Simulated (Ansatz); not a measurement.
# One shape, several levels: BN (boron nitride)

We compute a comparison of 6 runs (U-r2SCAN/6-31G, U-wB97M-V/6-31G, U-wB97X/6-31G, UBHLYP/6-31G, USVWN5/3-21G, UCCSDT(Q)/6-31G) of BN (boron nitride). 

Program for the calculation: Ansatz 0.2.0.

69 further runs of the same task are left out: 69 set aside as unsound or not needed.

## Step 1: The structure to begin with

BN has 2 atoms, charge 0, and is taken as a triplet. As SMILES, `B#N`. The N2–B1 distance was set to 1.973 Å, away from the relaxed value.

Bond lengths: B1–N2 1.973 Å.

## Step 2: A single-point energy at U-r2SCAN/6-31G (run 1)

Contents of molecule.yaml:

```yaml
crystal:
  periodic: [false, false, false]
  atoms:
    - {symbol: B, position_ang: [-0.000000, -0.000000, -0.681250]}
    - {symbol: N, position_ang: [0.000000, 0.000000, 1.291950]}
basis:
  gaussian:
    orbitals: 6-31G
magnetization:
  spin_polarized: true
  initial_magnetization: 2
hamiltonian:
  xc: r2scan
accuracy: high
```

Command:

```console
$ ansatz run molecule.yaml --threads 1 --pin off --max-ram 3480MiB --events-out events.jsonl --progress --plain --runs-dir runs
```

The program printed:

```text
Warning: RAYON_NUM_THREADS=1 ignored (pool sized by the plan → 1); use --threads N
Functional definition: r2SCAN
  name "r2SCAN"
  parameter k0 = 0.174
  parameter k1 = 0.065
  parameter a1 = 4.9479
  exchange = r2scan_x(k0 = k0, k1 = k1, a1 = a1)
  correlation = r2scan_c
419 factors; integrals over basis functions are off by at most 2.5e-9 eV
mean field evaluation 1: about -2149.1458 eV, gradient 3.2e1 eV
mean field evaluation 2: about -2040.3365 eV, gradient 9.9e1 eV
mean field evaluation 4: about -2155.7744 eV, gradient 6.7e0 eV
mean field evaluation 8: about -2156.1999 eV, gradient 6.3e-1 eV
mean field evaluation 16: about -2156.2031 eV, gradient 9.6e-4 eV
mean field evaluation 32: about -2156.6123 eV, gradient 4.5e-6 eV
mean field evaluation 64: about -2156.6079 eV, gradient 1.9e-3 eV
mean field evaluation 96: about -2156.6092 eV, gradient 3.3e-1 eV
mean field -2156.61233318 eV, -79.2540414399 hartree, gradient 2.6e-8 eV, S^2 2.109779; 16 other end points of the search recorded, 0 dependent functions left out
reference -2156.61233396 eV, -79.2540414689 hartree; 7, 5 occupied and 11, 13 virtual orbitals, 419 factors
Total energy: -2156.61233396 eV, -79.2540414689 hartree
```

Run time: 5.4 s. Hardware: 1 thread of Intel Xeon 6975P-C (Granite Rapids), shared host; peak memory 0.15 GiB.

## Step 3: A single-point energy at U-wB97M-V/6-31G (run 2)

Contents of in.yaml:

```yaml
crystal:
  periodic: [false, false, false]
  atoms:
    - {symbol: B, position_ang: [-0.000000, -0.000000, -0.681250]}
    - {symbol: N, position_ang: [0.000000, 0.000000, 1.291950]}
basis:
  gaussian:
    orbitals: 6-31G
total_charge: 0
magnetization:
  spin_polarized: true
  initial_magnetization: 2
hamiltonian:
  xc: {name: wB97M-V}
accuracy: high
```

Command:

```console
$ ansatz run in.yaml --threads 1 --pin off --max-ram 3480MiB --events-out events.jsonl --progress --plain --runs-dir runs
```

The program printed, cut to the lines that bear on the results:

```text
Warning: RAYON_NUM_THREADS=1 ignored (pool sized by the plan → 1); use --threads N
Functional definition: wB97M-V
  name "wB97M-V"
[...]
  gx(w, u) = 1 - cx + cx01*u + cx10*w
  gss(w, u) = css00 + css04*u^4 + css10*w + css20*w^2 + css43*w^4*u^3
  gos(w, u) = cos00 + cos10*w + (cos20 + cos21*u)*w^2 + (cos60 + cos61*u)*w^6
[...]
      + integral(e_c_pw_mod_opposite_spin*gos(b97_w_opposite, b97_u_opposite)) + vv10(b, c)
419 factors; integrals over basis functions are off by at most 2.5e-9 eV
145 factors; integrals over basis functions are off by at most 2.6e-9 eV
[...]
mean field -2157.29238990 eV, -79.2790330634 hartree, gradient 2.4e-8 eV, S^2 2.027533; 3 other end points of the search recorded, 0 dependent functions left out
reference -2157.29239208 eV, -79.2790331437 hartree; 7, 5 occupied and 11, 13 virtual orbitals, 419 factors
Total energy: -2157.29239208 eV, -79.2790331437 hartree
```

It took 6 s on 1 thread of Intel Xeon 6975P-C (Granite Rapids), shared host; peak memory 0.27 GiB.

Runs 3 to 5 aren't shown in full; the table further down has their settings and results.

## Step 4: A single-point energy at UCCSDT(Q)/6-31G (run 6)

Contents of in.yaml:

```yaml
crystal:
  periodic: [false, false, false]
  atoms:
    - symbol: B
      position_ang: [-0.000000, -0.000000, -0.681250]
    - symbol: "N"
      position_ang: [0.000000, 0.000000, 1.291950]
basis:
  gaussian: {orbitals: 6-31G}
magnetization: {spin_polarized: true, initial_magnetization: 2}
correlation: {method: ccsdt_q, frozen_orbitals: {B: 1, "N": 1}}
accuracy: high
scf: {omitted_lower_state_checks: [cluster_reference, increment]}
```

Command:

```console
$ ansatz run in.yaml --threads 1 --pin off --max-ram 3480MiB --events-out events.jsonl --progress --plain --runs-dir runs
```

The program printed:

```text
Warning: RAYON_NUM_THREADS=1 ignored (pool sized by the plan → 1); use --threads N
[... 19 lines left out ...]
2 core orbitals not correlated: weight in the atoms' cores, before any rotation towards them, 1.000 or more for the frozen orbitals, at most 0.000 for the correlated occupied ones
[... 70 lines left out ...]
Total energy: -2150.60233599 eV, -79.0331781168 hartree
Checks for a lower state left out: cluster_reference, increment
```

Wall time 2.4 s (1 thread of Intel Xeon 6975P-C (Granite Rapids), shared host).

## Step 5: The series

```
run            level  frozen core orbitals  energy (Eh)   ⟨S²⟩  wall time
  1   U-r2SCAN/6-31G                     –   -79.254041  2.110      5.4 s
  2  U-wB97M-V/6-31G                     –   -79.279033  2.028        6 s
  3    U-wB97X/6-31G                     –   -79.276375  2.041      4.2 s
  4     UBHLYP/6-31G                     –   -79.266679  2.045      0.8 s
  5     USVWN5/3-21G                     –   -78.133857  2.018     0.46 s
  6  UCCSDT(Q)/6-31G                     2   -79.033178  2.502      2.4 s
```

## Step 6: Results

| quantity | value |
| --- | --- |
| run 6: total energy | -79.03318 Eh |
| run 6: correlation energy (2 core orbitals frozen) | -126.5 mEh |
| run 6: ⟨S²⟩ of the reference determinant | 2.502 |
| run 6: T1 diagnostic | 0.124 |

What this shows: Totals of different functionals can't be ranked against each other. Spin contamination of the reference: run 6 ⟨S²⟩ = 2.50, run 1 ⟨S²⟩ = 2.11. All runs together took 19 s, the longest 6 s.
